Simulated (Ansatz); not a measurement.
A calculation with Ansatz (development build ahead of 0.2.0).

```yaml
crystal:
  periodic: [false, false, false]
  atoms:
    - { symbol: Si, position_ang: [0.0, 0.0, -0.92592] }
    - { symbol: S, position_ang: [0.0, 0.0, 0.92592] }
basis:
  gaussian: { orbitals: "6-31G" }
magnetization:
  spin_polarized: true
hamiltonian:
  xc: hf
correlation:
  method: bccd_t
  frozen_orbitals: { S: 5, Si: 5 }
```

The input is written out in the form of the current development build from the run's settings.

Results

```json
{
  "Converged": "yes",
  "Reference energy (starting determinant)": "-686.36689 hartree",
  "Correlation energy": "-0.11591 hartree",
  "Total energy": "-686.48280 hartree"
}
```
